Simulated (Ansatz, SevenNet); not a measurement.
Voigt–Reuss–Hill bulk modulus (GPa) of solids drawn from the class of tetrahedrally bonded semiconductors and semimetals, at two levels: the machine-learned potential SevenNet-0 (trained on PBE and PBE+U data), and r²SCAN in Ansatz (plane waves, PAW).

| solid | SevenNet-0 | r²SCAN | shift (%) |
|---|---|---|---|
| wurtzite BN (high-pressure phase) | 384 | 392 | +2.1 |
| wurtzite AlN | 194 | 211 | +8.8 |
| wurtzite CdS | 51.8 | 60.3 | +16.4 |
| 2H-SiC | 207 | 228 | +10.1 |
| wurtzite ZnO | 134 | 150 | +11.9 |
| wurtzite GaN | 181 | 197 | +8.8 |

The shifts run from +2.1 % to +16.4 %, with a median of +9.5 %.

Over all 6 rows r²SCAN is the larger in 6.

Ansatz's runs of these crystals have no spin polarisation.

Each level is taken at its own relaxed cell. Ansatz's density-functional and Hartree–Fock values are scalar-relativistic unless marked +SOC, with PAW data made under PBE.

Ansatz is a program for electronic structure.
